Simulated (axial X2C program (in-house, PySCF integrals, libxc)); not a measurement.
Levels of LiAl⁺ by electron attachment to LiAl²⁺ (EOM-EA-CCSD)

Calculated with an in-house all-electron X2C program for linear molecules (integrals from PySCF): two-component X2C with atomic mean-field Coulomb and Gaunt terms, Gaussian nuclei, basis Al dyall-av3z, Li dyall-acv3z with contracted cores.

R = 3.172 Å (1.045 times 3.035 Å, the PBE0 minimum at charge 1 for the lowest determinant).

Levels of LiAl⁺ obtained by attaching an electron to LiAl²⁺:

```
  Ω  binding energy (eV)  above lowest (cm⁻¹)                  attached spinor  one-particle weight
1/2               11.236                    0   69% Al pσ, 15% Li sσ, 8% Li pσ                 0.96
1/2               10.304                 7522              86% Al pπ, 7% Li pπ                 0.95
3/2               10.295                 7593              86% Al pπ, 7% Li pπ                 0.95
1/2                8.095                25331  54% Li sσ, 14% Al pσ, 11% Li pσ                 0.96
3/2                7.197                32577   64% Li pπ, 25% Al dπ, 8% Al pπ                 0.89
```

Question: What is the splitting of the first π pair in the table, and is it regular or inverted?

Answer: E(3/2) − E(1/2) = 7593 − 7522 = 71 cm⁻¹ at EOM-EA-CCSD: regular, Ω = 1/2 lower. Splittings at this level can be off by ten to twenty per cent.

This point took 1.3 s on 1 thread of AMD EPYC 9R14 (Zen 4), with other jobs on the host.

Reference electrons by ω block (each with its −ω partner): 1/2: 6, 3/2: 1. 2 electrons of LiAl²⁺ correlated (inner shells frozen), 92 natural virtual spinors (a truncated set); levels can be off by some tenths of an eV. Roots sought by Ω: (1/2: 5, 3/2: 4, 5/2: 2, 7/2: 1); rows need 60 % one-particle weight and stop where some Ω has no more roots. Missing are any skipped roots, higher Ω and states of a further excitation; these come out far too high here and may in truth be low or lowest. T1 of the reference 0.010 (Lee–Taylor). The reference was not checked to be the lowest state of its species. Number of frozen shells: Al 2 s, 1 p; Li 1 s.
